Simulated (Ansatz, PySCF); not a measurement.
System: ozone, O₃, charge 0, multiplicity 1. SMILES: [O+]([O-])=O
Geometry from a B3LYP-D3(BJ)/def2-TZVP (Ansatz, an electronic-structure program) optimisation:
```
O
O 1 1.2535
O 1 1.2535 2 118.30
```
Charge 0, spin multiplicity 1.

Wanted: vertical ionisation energy (to the doublet state of charge +1; each state is the SCF solution reached for its spin; for the doublet the Hartree-Fock reference is unstable and T1 is 0.036; for the singlet the Hartree-Fock reference is unstable and T1 is 0.026), in eV. Cores are frozen in the correlated levels unless marked. Open shells are spin-unrestricted. Spin-orbit coupling is left out. Non-relativistic.  The program attaches cautions to a run behind CCSD(T)/aug-cc-pVTZ: large difference.

```
level                program  vertical ionisation energy (eV)
-------------------  -------  -------------------------------
RI-HF/aug-cc-pVQZ     Ansatz                             9.45
SVWN5/def2-TZVPD      Ansatz                            12.78
r2SCAN/def2-TZVPD     Ansatz                            12.52
PBE0/def2-TZVPD       Ansatz                            12.54
wB97M-V/def2-TZVPD    Ansatz                            12.61
wB97X-V/def2-TZVPD    Ansatz                            12.56
RI-MP2/aug-cc-pVTZ    Ansatz                            14.43
RI-MP2/aug-cc-pVQZ    Ansatz                            14.52
CCSD(T)/aug-cc-pVTZ   Ansatz                            12.76
```

For comparison, minus the highest occupied orbital energy (PySCF): 8.74 eV at TPSSh/def2-TZVPD, 7.93 eV at M06-L/def2-TZVPD, 7.97 eV at BP86/def2-TZVPD.
